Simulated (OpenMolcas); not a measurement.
SiNH4 (SMILES [NH][SiH3]): the energy, rung by rung

SiNH4 has 6 atoms, charge 0, and is taken as a doublet. As SMILES, `[NH][SiH3]`. The shape is that of a PBE0-D4/def2-TZVP optimisation.

```xyz
6

N     0.5921   -0.8352    0.9095
Si   -0.2037    0.3476   -0.1100
H     0.9228   -1.6407    0.3727
H    -1.3106   -0.2823   -0.8855
H     0.7895    0.9118   -1.0689
H    -0.7481    1.4348    0.7362
```

Each level gives the energy change with the N1–H3 bond stretched from 1.023 to 2.250 Å (eV). The values are calculated.

| level | kind | program | value (eV) | less CCSD(T)/def2-TZVP | CPU time (all runs) |
| --- | --- | --- | --- | --- | --- |
| UHF/def2-TZVP | Hartree–Fock | OpenMolcas | 3.75 | -0.26 | 25 s |
| U-revPBE/def2-TZVP | GGA | OpenMolcas | 3.98 | -0.03 | 91 s |
| U-r2SCAN/def2-TZVP | meta-GGA | OpenMolcas | 4.04 | +0.03 | 2.2 min |
| UB3LYP/def2-TZVP | global hybrid | OpenMolcas | 4.08 | +0.07 | 98 s |
| UBHLYP/def2-TZVP | global hybrid | OpenMolcas | 4.05 | +0.04 | 1.7 min |
| UM06-2X/def2-TZVP | hybrid meta-GGA | OpenMolcas | 4.16 | +0.15 | 2.5 min |
| UPBE0/def2-TZVP | global hybrid | OpenMolcas | 4.09 | +0.08 | 96 s |
| ROCCSD(T)/def2-TZVP | coupled cluster or CI | OpenMolcas | 4.01 | 0.00 | 93 s |

Differences are taken from ROCCSD(T)/def2-TZVP for orientation; it has basis-set and higher-order errors of its own. At this stretch a single reference begins to fail. The first shape isn't each level's own minimum. The values span 3.75 to 4.16 eV. Spin contamination of the reference (⟨S²⟩ at least 0.1 too high) touches UHF/def2-TZVP, U-revPBE/def2-TZVP, U-r2SCAN/def2-TZVP, UB3LYP/def2-TZVP, UBHLYP/def2-TZVP, UM06-2X/def2-TZVP, UPBE0/def2-TZVP. CPU times are rough (shared hosts, several kinds of processor): they show what a rung costs within a factor of a few.
